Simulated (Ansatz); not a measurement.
# AlHO (singlet): from Hartree-Fock to the top rungs at scale of all distances = 0.871, 6-31G

One table from this session's results is given with a row withheld; the runs are named, their logs left out.

The runs use Ansatz 0.2.0, Gaussian basis; 6-31G, core rule «outside noble gas», up to 6 orbitals frozen.

To be run: UHF; CCSD(T) on RHF; BCCD(T) on RHF; CISD; CCSDT(Q) on RHF; CISDTQ; CCSDTQ on RHF; CASSCF and MRCISD+Q, 2 electrons in 2 orbitals; CASSCF and NEVPT2, 2 electrons in 2 orbitals; Full CI.

30 further runs of the same task are left out: 10 for a known fault of the program, 16 that didn't finish, 4 set aside as unsound or not needed.

**The system**

The geometry derives from a PBE0/def2-TZVP stationary point (not a proven minimum). All distances are scaled together.

3 atoms, charge 0, spin multiplicity 1.

Atoms are counted from 1 here; the program's logs count them from 0.

Bond lengths: Al1–O2 1.388 Å, Al1–H3 1.366 Å. Angles: O2–Al1–H3 180.0°.

Set-up of the first run:

in.yaml

```yaml
crystal:
  periodic: [false, false, false]
  atoms:
    - {symbol: Al, position_ang: [0.000000, 0.000000, 0.007378]}
    - {symbol: O, position_ang: [0.000000, 0.000000, -1.380776]}
    - {symbol: H, position_ang: [0.000000, 0.000000, 1.373398]}
basis:
  gaussian: {orbitals: 6-31G}
magnetization: {spin_polarized: true, initial_magnetization: 0}
hamiltonian: {xc: hf}
output: {orbitals: {seedname: orbitals}}
```

Command:

```sh
$ ansatz run in.yaml --threads 1 --pin off --events-out ev --progress --plain --max-ram 2393MiB
```

Steps of the session up to this table: UHF; CCSD(T) on RHF; BCCD(T) on RHF; CISD; CCSDT(Q) on RHF; CISDTQ; CCSDTQ on RHF; CASSCF and MRCISD+Q, 2 electrons in 2 orbitals; CASSCF and NEVPT2, 2 electrons in 2 orbitals; Full CI.

One table of the session follows, with a row left open; its other results are not shown here.

| method | from FCI (kcal/mol) |
| --- | --- |
| RHF | ? |
| RMP2 | +4.25 |
| CISD | +11.69 |
| RCCSD | +4.93 |
| RCCSD(T) | +0.81 |
| BCCD(T) | +0.60 |
| RCCSDT | +0.42 |
| CISDTQ | +0.74 |
| RCCSDT(Q) | -0.22 |
| RCCSDTQ | -0.07 |
| CASSCF pair | +102.58 |
| NEVPT2 pair | +3.43 |
| MRCISD pair | +9.61 |
| MRCISD+Q pair | +2.64 |
| FCI | 0 |

Estimate the missing values for RHF.

**Answer.** from FCI (kcal/mol): +114.91. In the column «from FCI (kcal/mol)» it is the highest.

Limits of these values: RCCSDT(Q), RCCSDTQ fall below full CI, which methods that aren't variational can do.
